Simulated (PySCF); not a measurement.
Species: C₄H₇S (charge -1).
Bonds: C1–C2 (double), C2–S3, C2–C4, C4–C5. Hydrogens: H6, H7 on C1; H8, H9 on C4; H10, H11, H12 on C5.

Torsions of this conformer, `[CH2:1]=[C:2]([S-:3])[CH2:4][CH3:5]`: C1–C2–C4–C5 -120°.

The closed-shell ground state was solved at several levels (PySCF, density fitting, gas phase, non-relativistic). The structure is a single PBE0-D3(BJ)/def2-SVP conformer in the gas phase; no vibrational or solvent corrections. The geometry's basis has no diffuse functions, a weakness for an anion. Where the HOMO energy is positive, the finite basis confines the outermost electrons. No diffuse functions stand in pcSseg-1 and pcSseg-2, which bears on an anion's orbital energies.

```json
{"level": "PBE0/pcSseg-1", "basis functions": "127", "HOMO (eV)": "0.06", "LUMO (eV)": "5.30", "gap (eV)": "5.24"}
{"level": "wB97X-D/pcSseg-2", "basis functions": "285", "HOMO (eV)": "-1.96", "LUMO (eV)": "5.81", "gap (eV)": "7.77"}
```

**Question.** Estimate the row for CAM-B3LYP/def2-SVPD, a basis of 163 functions; the other rows only guide the guess.

**Answer.** HOMO -1.47 eV, LUMO 4.87 eV, gap 6.34 eV.

**Question.** Over all these levels, which gives the widest orbital gap and which the narrowest?

**Answer.** wB97X-D/pcSseg-2 (range-separated hybrid) has the widest, 7.77 eV, and PBE0/pcSseg-1 (global hybrid, 25 % exact exchange) the narrowest, 5.24 eV. Functional and basis both differ between the two, so the spread mixes both effects.
